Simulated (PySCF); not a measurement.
Isomers of C3H5Cl and their computed core-level spectra.

Computed with delta-SCF UKS SCAN, pcX-2 on the ionised atom, pcseg-1 elsewhere, spin-free X2C in PySCF 2.14.0. Geometries: PBE0-D3(BJ)/def2-SVP; isolated species, one conformer each.

Line lists (1s up to Mg, 2p3/2 beyond; areas count atoms within a level, one atom standing for each set equivalent by bonding):
1. C 1s: 291.13 (area 2), 292.29 (area 1) eV; Cl 2p3/2: 206.00 eV
2. C 1s: 290.78 (area 1), 291.08 (area 1), 291.77 (area 1) eV; Cl 2p3/2: 206.22 eV
3. C 1s: 290.38 (area 1), 291.35 (area 1), 292.24 (area 1) eV; Cl 2p3/2: 206.14 eV

Structures:
A. `ClC1CC1`
B. `C/C=C\Cl`
C. `C=C(C)Cl`

Q: Match each list to its structure.

A: 
- 1 = A: no other candidate has these counts of sites. C 1s: 291.13 three-membered-ring carbon (×2), 292.29 sp3 C–Cl carbon; Cl 2p3/2: 206.00 alkyl chlorine.
- 2 = B: another candidate has the same counts of sites, so positions decide. C 1s: 290.78 alkene CH carbon, 291.08 allylic carbon, 291.77 vinylic C–Cl carbon; Cl 2p3/2: 206.22 vinyl chlorine.
- 3 = C: another candidate has the same counts of sites, so positions decide. C 1s: 290.38 terminal =CH2 carbon, 291.35 allylic carbon, 292.24 vinylic C–Cl carbon; Cl 2p3/2: 206.14 vinyl chlorine.

The 2p values aren't plain energy differences: one relaxed spin-free 2p hole is combined with a matrix within the shell (ground-state 2p orbital-energy differences and spin–orbit coupling). 2p3/2, the mean of its two sublevels, lies a third of the splitting below the shell's mean and 2p1/2 two thirds above it; the statistical areas are 2:1. 1 of these hole states is spin-contaminated (⟨S²⟩ 0.85, against 0.75; counted from 0.85) and less certain.
